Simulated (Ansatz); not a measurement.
A relaxation, step by step

CHS (SMILES [CH-]=S) (charge -1), closed shell, PBE0-D4/def2-SVP (Ansatz 0.2.0). Settings:

```yaml
hamiltonian: {xc: pbe0, dispersion: d4}
relax: {f_tol: 0.002, max_steps: 30, max_displacement: 0.05}
```

Start (the SMILES describes the start alone):

```
3
angstrom
C -0.1015 0.5013 0.0016
S 0.9423 -0.3463 0.5673
H -0.8984 -0.3073 -0.4183
```

| step | energy less the last (meV) | largest force component (eV/Å) |
| --- | --- | --- |
| 1 | 1287.0 | 9.888 |
| 2 | 478.9 | 5.290 |
| 3 | 87.5 | 2.016 |
| 4 | 4.7 | 0.478 |
| 5 | 0.1 | 0.047 |
| 6 | 0.0 | 0.003 |
| 7 | 0.0 | 0.000 |

Step 2, positions (Å) and forces (eV/Å):

| atom | x | y | z | Fx | Fy | Fz |
| --- | --- | --- | --- | --- | --- | --- |
| C1 | -0.133 | 0.506 | -0.015 | -5.290 | 2.591 | -2.853 |
| S2 | 0.982 | -0.363 | 0.589 | 5.280 | -3.496 | 2.855 |
| H3 | -0.907 | -0.295 | -0.423 | 0.011 | 0.905 | -0.002 |

Step 3, positions (Å) and forces (eV/Å):

| atom | x | y | z | Fx | Fy | Fz |
| --- | --- | --- | --- | --- | --- | --- |
| C1 | -0.169 | 0.508 | -0.034 | -1.867 | 0.864 | -1.007 |
| S2 | 1.022 | -0.380 | 0.610 | 2.016 | -1.197 | 1.089 |
| H3 | -0.911 | -0.281 | -0.425 | -0.149 | 0.333 | -0.082 |

Step 5, positions (Å) and forces (eV/Å):

```csv
atom,x,y,z,Fx,Fy,Fz
C1,-0.189,0.504,-0.045,-0.047,0.039,-0.025
S2,1.067,-0.387,0.634,0.031,-0.034,0.017
H3,-0.936,-0.269,-0.439,0.015,-0.005,0.008
```

Last step (7):

| atom | x (Å) | y (Å) | z (Å) |
| --- | --- | --- | --- |
| C1 | -0.1901 | 0.5057 | -0.0458 |
| S2 | 1.0667 | -0.3882 | 0.6342 |
| H3 | -0.9342 | -0.2697 | -0.4378 |

The run took about 2.8 s on 2 CPU threads (shared host).
